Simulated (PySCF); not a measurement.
## Working out the ionisation energy of O

O [He] 2s2 2p4 (3P) → O⁺ [He] 2s2 2p3 (4S). Computed with PySCF 2.14 in x2c-QZVPPall with one added diffuse shell each of s, p, d, f type (8s5p4d3f1g, 73 functions), with the spin-free X2C one-electron Hamiltonian (Gaussian nucleus). Frozen: nothing. Energies in hartree (1 hartree = 27.21139 eV):

| part | O (lower) | O⁺ (upper) |
| --- | --- | --- |
| UHF | -74.871103 | -74.429557 |
| MP2 opposite-spin | -0.140245 | -0.095557 |
| MP2 same-spin | -0.040960 | -0.034018 |

What does Hartree-Fock give?

(-74.429557) − (-74.871103) = 0.441546 hartree = 12.015 eV.

What do MP2 and SCS-MP2 (6/5 opposite-spin, 1/3 same-spin) give?

The opposite-spin parts differ by 1.216 eV and the same-spin parts by 0.189 eV. MP2: 12.015 + (1.216) + (0.189) = 13.420 eV. SCS-MP2: 12.015 + 1.2 × (1.216) + (0.189)/3 = 13.537 eV.

Measured between the centres of the two terms (NIST): 13.608 eV, so MP2 (valence and next inner shell) is off by -0.188 eV.

What remains against the reference includes basis incompleteness and correlation beyond second order.
